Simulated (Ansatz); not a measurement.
Cost and result for the atomization energy of HN (triplet) (2 atoms, 1 bond).

Bond lengths: N1–H2 1.040 Å.

Total charge 0; spin multiplicity 3. Geometry: relaxed with PBE0-D4/def2-TZVP. Program: Ansatz. All runs use 2 threads of an AMD EPYC 7R13 on a shared host. Times are those of one run each, without the atoms' runs, and a repeat can differ threefold. Electronic energies, without spin–orbit coupling; frozen cores. CCSD(T)/CBS extrapolates def2-TZVPP and def2-QZVPP, and its time is that of the two runs behind it. T1 = 0.010; ⟨S²⟩ of the reference is 2.02. B3LYP takes the VWN-RPA correlation (the form of Gaussian; ORCA's B3LYP/G). HSE06 is the plane-wave form, built on full-range PBE exchange.

The measured enthalpy of formation (G2 set as listed by Staroverov and co-workers 2003, 85.2 kcal/mol at 298 K), with computed zero-point and thermal terms and the atoms' enthalpies of Curtiss and co-workers (1997), gives an electronic atomization energy of 83.6 kcal/mol. Core correlation, relativity and spin–orbit coupling, which the correlated runs lack, are worth up to about 1 kcal/mol a heavy atom.

```
                            level  functions  wall time
               PBE0-D4/def2-TZVPP         45      0.2 s
B3LYP-D4/def2-TZVPP (with forces)         45     0.25 s
               BLYP-D4/def2-TZVPP         45     0.26 s
              BHLYP-D4/def2-TZVPP         45     0.26 s
                 CCSD(T)/def2-SVP         19     0.26 s
                B2PLYP/def2-TZVPP         45      0.3 s
              HSE06-D4/def2-TZVPP         45     0.31 s
          CAM-B3LYP-D4/def2-TZVPP         45     0.31 s
               CCSD(T)/def2-TZVPP         45     0.46 s
               ωB97X-V/def2-TZVPP         45     0.61 s
 ωB97M-V/def2-TZVPP (with forces)         45     0.71 s
               CCSD(T)/def2-QZVPP         87      1.3 s
                CCSD(T)/CBS(def2)          –      1.8 s
```

(1) What atomization energy does each give, and how far from the measured value? (Estimate.)

Answers

(1) The calculation gave: 
| level | atomization (kcal/mol) | error | per bond |
| --- | --- | --- | --- |
| PBE0-D4/def2-TZVPP | 84.9 | 1.3 | 1.3 |
| B3LYP-D4/def2-TZVPP (with forces) | 87.7 | 4.1 | 4.1 |
| BLYP-D4/def2-TZVPP | 89.2 | 5.6 | 5.6 |
| BHLYP-D4/def2-TZVPP | 83.3 | -0.3 | -0.3 |
| CCSD(T)/def2-SVP | 73.7 | -9.9 | -9.9 |
| B2PLYP/def2-TZVPP | 84.2 | 0.6 | 0.6 |
| HSE06-D4/def2-TZVPP | 85.0 | 1.4 | 1.4 |
| CAM-B3LYP-D4/def2-TZVPP | 86.8 | 3.2 | 3.2 |
| CCSD(T)/def2-TZVPP | 79.5 | -4.1 | -4.0 |
| ωB97X-V/def2-TZVPP | 84.7 | 1.1 | 1.2 |
| ωB97M-V/def2-TZVPP (with forces) | 84.9 | 1.3 | 1.3 |
| CCSD(T)/def2-QZVPP | 81.6 | -2.0 | -2.0 |
| CCSD(T)/CBS(def2) | 82.9 | -0.7 | -0.6 |

From r2SCAN to r2SCAN0 (25 % exact exchange), in def2-TZVPP and without D4, the atomization energy moves by −2.0 kcal/mol: exact exchange takes away binding that semilocal exchange gives to molecules. In def2-TZVPP, CCSD(T) changes the Hartree–Fock value by +28.7 kcal/mol (the triples alone add +1.0 kcal/mol) and MP2 by +25.8 kcal/mol; breaking electron pairs costs correlation energy, which Hartree–Fock lacks. Leaving LDA and LC-ωPBE aside and taking each functional with its dispersion term where it has one, the values, not all of them listed here, spread over 8.3 kcal/mol, from PBE-QIDH to BLYP-D4. LDA lies +6.8 kcal/mol from PBE without D4, its usual overbinding.
